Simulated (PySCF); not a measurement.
## Working out the ionisation energy of Mg

Mg [Ne] 3s2 (1S) → Mg⁺ [Ne] 3s1 (2S). All numbers are calculated (PySCF 2.14, the spin-free X2C one-electron Hamiltonian (Gaussian nucleus), in x2c-TZVPPall). Frozen: 1s2. Energies in hartree (1 hartree = 27.21139 eV):

| part | Mg (lower) | Mg⁺ (upper) |
| --- | --- | --- |
| UHF | -199.912927 | -199.669615 |
| CCSD correlation | -0.201090 | -0.167109 |
| (T) | -0.002055 | -0.001163 |

Task: What does Hartree-Fock give?

Result: (-199.669615) − (-199.912927) = 0.243312 hartree = 6.621 eV.

Task: What do CCSD and CCSD(T) give?

Result: The CCSD correlation energies differ by 0.033981 hartree = 0.925 eV and the triples by 0.000892 hartree = 0.024 eV, so CCSD gives 7.546 eV and CCSD(T) 7.570 eV.

Measured between the centres of the two terms (NIST): 7.646 eV, so CCSD(T) (valence and next inner shell) is off by -0.076 eV.

What remains against the reference includes basis incompleteness, the frozen core and higher excitations.
